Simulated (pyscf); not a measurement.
Structures and frequencies: ωB97X-D3(BJ)/def2-SVP in PySCF.

Estimate the classical barrier height and the reaction energy of `[PH]=[PH]` + `[PH3]` → `[PH]=[P][PH2]` + `[H][H]` at ωB97M-D3(BJ)/def2-TZVP. The step runs on the singlet surface, breaks H–P, H–P and forms P–P, H–H; take the separated reactants as zero.

ΔE‡ = 233.8 kJ/mol, ΔE = +14.0 kJ/mol. Zero-point energy shifts the barrier by -2.2 kJ/mol. It is a four-centre exchange, with an imaginary mode of 1543i cm⁻¹. The same reactants have a lower exit, to H₂P–PH–PH₂ (barrier +203.9 kJ/mol at ωB97M-D3(BJ)/def2-TZVP, against +233.8 kJ/mol here). This is the saddle that the search found; another between the same sides may lie lower.
